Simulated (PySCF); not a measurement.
**P2 (diphosphorus) at HF/cc-pCVDZ (density fitting, max memory mb 1860)**

Aim: a geometry optimisation of P2 (diphosphorus). 

The results are computed with PySCF 2.14.0.

## Step 1: The system as given

P2: 2 atoms, total charge 0, spin state singlet. SMILES: `P#P`. The start is not the relaxed shape. The run starts from this shape.

Bond lengths: P1–P2 2.051 Å.

## Step 2: A structure relaxation at HF/cc-pCVDZ (density fitting, max memory mb 1860)

run.py reads:

```python
from pyscf import gto, scf
from pyscf import df
from pyscf.geomopt.geometric_solver import kernel as optimise

mol = gto.M(
    atom='''
P     -0.060886    -0.049052    -0.017911
P      0.041028     0.058429     2.027239
''',
    verbose=3,
    max_memory=1860,
    basis='cc-pcvdz',
    spin=0,
    charge=0,
)

mf = scf.RHF(mol)
mf = mf.density_fit(auxbasis=df.aug_etb(mol, beta=2.0))
mf.diis_start_cycle = 3
mf.damp = 0.4
converged, mol_eq = optimise(mf, maxsteps=100, convergence_set='GAU_LOOSE')
print('converged:', converged)
print(mol_eq.tostring())

mf.reset(mol_eq)
mol = mol_eq
mf.kernel()
energy = mf.e_tot
print('E = %.10f Eh' % energy)
mf.analyze()
```

On the command line:

```
$ OMP_NUM_THREADS=1 python run.py
```

**Question.** What will come out? Wanted: total energy at the end; dipole moment; HOMO energy; LUMO energy; HOMO–LUMO gap; bond length.

Computed results:

Level: HF/cc-pCVDZ (density fitting, max memory mb 1860).

| quantity | value |
| --- | --- |
| total energy at the end | -681.46771 Eh |
| dipole moment | 0.00 D |
| HOMO energy | -10.15 eV |
| LUMO energy | 0.93 eV |
| HOMO–LUMO gap | 11.08 eV |
| bond length | 1.866 Å |

What this shows: At the final geometry: Bond lengths: P1–P2 1.866 Å. The optimisation took 4 steps and changed the energy by -0.628 eV.
